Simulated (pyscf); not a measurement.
Elementary routes open to H₂N–Si(Cl)(Cl)–Cl (SMILES N[Si](Cl)(Cl)Cl) + H₂ (SMILES [H][H]) in the gas phase (singlet surface):
A. H₂N–SiH(Cl)–Cl (SMILES N[SiH](Cl)Cl) + HCl (SMILES Cl) (Cl–Si, H–H broken; H–Si, Cl–H formed)
B. Cl–SiH(Cl)–Cl (SMILES Cl[SiH](Cl)Cl) + NH₃ (SMILES N) (N–Si, H–H broken; H–Si, H–N formed)

Structures and frequencies: ωB97X-D3(BJ)/def2-SVP in PySCF.

Q: Rank the routes by free-energy barrier at 1200 K, lowest first, for ωB97M-D3(BJ)/def2-TZVP energies (ideal gas, 1 atm, RRHO with modes under 100 cm⁻¹ raised to 100, one conformer, R ln 2 for rigid chiral ones).

A: B (89.2 kcal/mol), A (92.9 kcal/mol)

Route B is the fastest of these, ahead of the next by 3.7 kcal/mol. The most stable products are those of B (ΔG = +14.8 kcal/mol), so kinetics and thermodynamics agree. At 298 K B is still the fastest. B: On the product side the descent ends in an adduct with a N–Si contact (not fully relaxed), 5.7 kcal/mol under the separated species and 43.2 kcal/mol under the saddle at ωB97X-D3(BJ)/def2-TZVP. Only these routes are compared; each barrier is that of the saddle found, and lower ones may exist.
